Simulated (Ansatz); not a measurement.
Reaction (SMILES): N#N (N2) → 2 N atom
B3LYP-D3(BJ)/def2-TZVP geometries, fixed; electronic energies without zero-point terms.

Effect of a fitting basis named in the input at HF/cc-pVTZ with Ansatz (a program for electronic structure), against the last row, where the atomisation energy is 115.02 kcal/mol. Open shells are unrestricted. The default fits or decomposes integrals by the program's own choice; accuracy: high also tightens integrals, grids and stops.

```
setting                        largest shift of a total energy (mEh)  shift of the atomisation energy (kcal/mol)
-----------------------------  -------------------------------------  ------------------------------------------
fitting: def2-SV(P)-JKFIT                                      0.057                                      -0.036
fitting: def2-universal-JKFIT                                  0.057                                      -0.036
fitting: cc-pVTZ-JKFIT                                         0.131                                      -0.082
fitting: cc-pVQZ-JKFIT                                         0.007                                      -0.004
fitting: cc-pV5Z-JKFIT                                        -0.001                                       0.001
accuracy: high                                                -0.004                                       0.001
accuracy: medium (default)                                     0.000                                       0.000
```

Within 0.02 kcal/mol in the atomisation energy: fitting: cc-pVQZ-JKFIT; fitting: cc-pV5Z-JKFIT; accuracy: high. The largest shift is 0.131 mEh in a total energy and 0.082 kcal/mol in the difference.
